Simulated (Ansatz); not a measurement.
Consider the formal exchange of groups at a C–N bond: `FCNCF` + `C=C=N` → `N=C=CCF` + `NCF`.

Program: Ansatz. Geometries: PBE0-D4/def2-TZVP. ΔE: electronic, gas phase. CCSD(T)/CBS is the MP2 limit (def2-TZVPP, def2-QZVPP) plus CCSD(T) − MP2 in def2-TZVPP, frozen cores. This one scheme is used for every species. DFT in def2-TZVPP. B3LYP here is the variant with VWN-RPA as its local correlation; programs differ in this. One conformer a species, not always the lowest.

```tsv
level	ΔE (kcal/mol)	difference from CCSD(T)/CBS
PBE-D4	1.4	0.9
r2SCAN-D4	1.6	1.1
PBE0-D4	1.2	0.7
B3LYP-D4	1.4	0.9
ωB97X-V	1.5	1.0
ωB97M-V	1.4	0.9
B2PLYP	1.1	0.6
PBE	1.3	0.8
r2SCAN	1.6	1.1
PBE0	1.1	0.6
B3LYP	1.3	0.8
HF/def2-TZVPP	1.1	0.6
MP2/def2-TZVPP	0.7	0.2
SCS-MP2/def2-TZVPP	0.6	0.1
CCSD/def2-TZVPP	0.8	0.3
CCSD(T)/def2-TZVPP	0.9	0.4
HF/def2-QZVPP	1.1	0.6
MP2/def2-QZVPP	0.5	0.0
SCS-MP2/def2-QZVPP	0.4	-0.1
HF/CBS(def2)	1.1	0.6
MP2/CBS(def2)	0.4	-0.1
CCSD/CBS(def2)	0.4	-0.1
CCSD(T)/CBS	0.5	0
```

Largest T1 diagnostic among the species: 0.015.
